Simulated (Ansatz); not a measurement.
in.yaml

```yaml
crystal:
  periodic: [false, false, false]
  atoms:
    - {symbol: Ge, position_ang: [0.000000, -0.055980, 0.745454]}
    - {symbol: B, position_ang: [0.000000, 1.181124, -0.592218]}
    - {symbol: Si, position_ang: [0.000000, -0.274288, -1.770241]}
    - {symbol: H, position_ang: [0.000000, -0.991342, 1.955236]}
basis:
  gaussian: {orbitals: STO-3G}
total_charge: 1
magnetization: {spin_polarized: false, initial_magnetization: 1}
correlation: {method: fic_mrcisd_q, electrons: outside_noble_gas, active_space: {window: {electrons: 9, orbitals: 5}}}
```

```sh
$ ansatz run in.yaml --threads 1 --pin off --events-out ev --progress --plain --max-ram 2393MiB
```

Log:

```
353 factors; integrals over basis functions are off by at most 9.2e-5 eV
mean field evaluation 1: about -64270.2993 eV, gradient 1.4e1 eV
mean field evaluation 2: about -64270.3156 eV, gradient 1.4e1 eV
mean field evaluation 4: about -64271.5719 eV, gradient 2.5e0 eV
mean field evaluation 8: about -64271.6916 eV, gradient 1.6e-3 eV
mean field evaluation 16: about -64271.8352 eV, gradient 1.6e-2 eV
mean field evaluation 32: about -64271.6921 eV, gradient 1.7e-1 eV
mean field evaluation 64: about -64271.6915 eV, gradient 1.9e-1 eV
mean field -64271.83345694 eV, -2361.9463145290 hartree, gradient 7.7e-6 eV, S^2 0.750000; 7 other end points of the search recorded, 0 dependent functions left out
reference -64271.83345694 eV, -2361.9463145290 hartree; 26, 25 occupied and 7, 8 virtual orbitals, 353 factors
state -64271.83345694 eV, -2361.9463145290 hartree
contracted CI cycle   1: correlation 0.00000000 eV, 0.0000000000 hartree, residual 1.12e1 eV
contracted CI cycle   2: correlation -3.46552180 eV, -0.1273555772 hartree, residual 2.78e0 eV
contracted CI cycle   3: correlation -3.71788682 eV, -0.1366298206 hartree, residual 9.50e-1 eV
contracted CI cycle   4: correlation -3.75106674 eV, -0.1378491602 hartree, residual 3.31e-1 eV
contracted CI cycle   5: correlation -3.75578719 eV, -0.1380226336 hartree, residual 1.34e-1 eV
contracted CI cycle   6: correlation -3.75648999 eV, -0.1380484609 hartree, residual 4.28e-2 eV
contracted CI cycle   7: correlation -3.75655701 eV, -0.1380509238 hartree, residual 1.55e-2 eV
contracted CI cycle   8: correlation -3.75656605 eV, -0.1380512560 hartree, residual 6.11e-3 eV
contracted CI cycle   9: correlation -3.75656742 eV, -0.1380513063 hartree, residual 2.47e-3 eV
contracted CI cycle  10: correlation -3.75656763 eV, -0.1380513141 hartree, residual 9.96e-4 eV
state -64271.83345694 eV, -2361.9463145290 hartree; corrected -64276.11505913 eV, -2362.1036605074 hartree
state -64271.69085020 eV, -2361.9410738279 hartree
contracted CI cycle   1: correlation 0.00000000 eV, 0.0000000000 hartree, residual 1.21e1 eV
contracted CI cycle   2: correlation -3.78338333 eV, -0.1390367730 hartree, residual 3.40e0 eV
contracted CI cycle   3: correlation -4.17036506 eV, -0.1532580892 hartree, residual 1.17e0 eV
contracted CI cycle   4: correlation -4.21777922 eV, -0.1550005275 hartree, residual 3.94e-1 eV
contracted CI cycle   5: correlation -4.22398322 eV, -0.1552285202 hartree, residual 1.58e-1 eV
contracted CI cycle   6: correlation -4.22489718 eV, -0.1552621076 hartree, residual 6.00e-2 eV
contracted CI cycle   7: correlation -4.22501896 eV, -0.1552665830 hartree, residual 2.12e-2 eV
contracted CI cycle   8: correlation -4.22503540 eV, -0.1552671870 hartree, residual 7.43e-3 eV
contracted CI cycle   9: correlation -4.22503753 eV, -0.1552672652 hartree, residual 2.73e-3 eV
contracted CI cycle  10: correlation -4.22503781 eV, -0.1552672758 hartree, residual 1.05e-3 eV
contracted CI cycle  11: correlation -4.22503785 eV, -0.1552672773 hartree, residual 3.78e-4 eV
state -64271.69085020 eV, -2361.9410738279 hartree; corrected -64276.53813537 eV, -2362.1192082727 hartree
state -64271.69085020 eV, -2361.9410738279 hartree; corrected -64276.53813537 eV, -2362.1192082727 hartree
the orbitals are reached from a further start. From the first start the search ends at -64271.83345694 eV, -2361.9463145290 hartree
WARN: 4 active orbitals are nearly empty or full. The corrections depend on them more than the energy does, and are more stable in an active space without them
WARN: the results are in doubt because another end's mean lies 0.143 eV lower, and its corrected mean 0.423 eV higher
Total energy: -64276.53813537 eV, -2362.1192082727 hartree
In doubt: another end's mean lies 0.143 eV lower, and its corrected mean 0.423 eV higher
```

Ran on 1 thread of Arm Neoverse V2, shared host: 2.4 s wall, 0.2 GiB peak host memory.
